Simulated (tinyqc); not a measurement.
LCCD on RHF in the sto-3g basis, for H2O, spin multiplicity 1, step by step. One step of it, computed by the program tinyqc.

Question. Iteration 1: diagonalisation and new density. Diagonalise F' = X^T F X, C = X C', fill 5 alpha and 5 beta electrons from the bottom; D = 2 C_occ C_occ^T. Each column has its largest component positive (the first on a tie).

Fock matrix F (hartree), lower triangle:
```
             1O 1s      1O 2s     1O 2px     1O 2py     1O 2pz      2H 1s      3H 1s
1O 1s   -19.702755
1O 2s    -5.069308  -2.100602
1O 2px    0.000000   0.000000  -0.092590
1O 2py    0.001152   0.004501   0.000000  -0.150184
1O 2pz   -0.024787  -0.116574   0.000000   0.002328  -0.127833
2H 1s    -0.850567  -0.768134   0.000000  -0.337675  -0.234077  -0.344078
3H 1s    -0.917394  -0.808654   0.000000   0.346563  -0.241716  -0.246751  -0.370077
```

X, lower triangle:
```
            1O 1s      1O 2s    1O 2px     1O 2py     1O 2pz      2H 1s     3H 1s
1O 1s    1.023754
1O 2s   -0.138057   1.172157
1O 2px   0.000000   0.000000  1.000000
1O 2py   0.000473  -0.006176  0.000000   1.089727
1O 2pz  -0.006966   0.068380  0.000000  -0.002464   1.031126
2H 1s    0.019382  -0.227267  0.000000  -0.189833  -0.104602   1.132042
3H 1s    0.020265  -0.245079  0.000000   0.199528  -0.111221  -0.054899  1.146703
```

Give: F' = X^T F X; orbital energies; coefficients C; D after iteration 1.

Answer.

F' = X^T F X (hartree), lower triangle:
```
          1        2        3        4        5        6       7
1  -19.3204
2   -2.7058  -0.9335
3    0.0000   0.0000  -0.0926
4    0.0022  -0.0081   0.0000   0.1037
5   -0.0454   0.0395   0.0000  -0.0034  -0.0455
6   -0.0872  -0.4403   0.0000  -0.4065  -0.2188   0.0503
7   -0.1032  -0.4701   0.0000   0.4210  -0.2306  -0.0933  0.0630
```

orbital energies (hartree): MO1 -19.7130, MO2 -0.9794, MO3 -0.4587, MO4 -0.1723, MO5 -0.0926, MO6 0.5260, MO7 0.7151

coefficients C:
```
            MO1      MO2      MO3      MO4     MO5      MO6      MO7
1O 1s    0.9937  -0.2187  -0.0028   0.1054  0.0000  -0.1454   0.0191
1O 2s    0.0273   0.7636   0.0153  -0.4912  0.0000   0.8189  -0.1160
1O 2px   0.0000   0.0000   0.0000   0.0000  1.0000   0.0000   0.0000
1O 2py  -0.0002  -0.0047   0.5948   0.0001  0.0000   0.1033   0.9481
1O 2pz   0.0034   0.1288  -0.0008   0.8310  0.0000   0.6153  -0.0744
2H 1s   -0.0054   0.2290   0.4496   0.2250  0.0000  -0.8120  -0.6472
3H 1s   -0.0058   0.2424  -0.4400   0.2201  0.0000  -0.6606   0.8327
```

D after iteration 1, lower triangle:
```
          1O 1s    1O 2s  1O 2px   1O 2py  1O 2pz    2H 1s   3H 1s
1O 1s    2.0930
1O 2s   -0.3835   1.6508
1O 2px   0.0000   0.0000  2.0000
1O 2py  -0.0017   0.0109  0.0000   0.7077
1O 2pz   0.1256  -0.6196  0.0000  -0.0020  1.4144
2H 1s   -0.0660   0.1421  0.0000   0.5328  0.4322   0.6105
3H 1s   -0.0686   0.1401  0.0000  -0.5257  0.4290  -0.1855  0.6016
```
